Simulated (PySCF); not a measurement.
Bonds broken one at a time in the series B Cl-I. All species are isolated molecules in the gas phase. Strings in code marks are SMILES.

The dipole moment from two functionals at the same geometries (PBE0-D3(BJ)/def2-TZVP), both in PySCF: PBE-D3(BJ)/def2-TZVP and PBE0-D3(BJ)/def2-TZVP. 

```json
[
 {"species": "whole molecule (`ClB(Cl)Cl`)", "PBE-D3(BJ)/def2-TZVP (D)": "0.00"},
 {"species": "radical fragment (`[Cl]`)", "PBE-D3(BJ)/def2-TZVP (D)": "0.00"},
 {"species": "whole molecule (`ClB(Cl)I`)", "PBE-D3(BJ)/def2-TZVP (D)": "0.09"},
 {"species": "radical fragment (`Cl[B]I`)", "PBE-D3(BJ)/def2-TZVP (D)": "0.57"}
]
```

Q: What does PBE0-D3(BJ)/def2-TZVP give for each?

A: 
- whole molecule (`ClB(Cl)Cl`): 0.00
- radical fragment (`[Cl]`): 0.00
- whole molecule (`ClB(Cl)I`): 0.08
- radical fragment (`Cl[B]I`): 0.45
Over these rows, drawn at random from the members with no instability flagged (it was tested for open shells, ions and some series alone), PBE minus PBE0-D3(BJ): mean +0.03 D, from 0.00 D to +0.13 D.
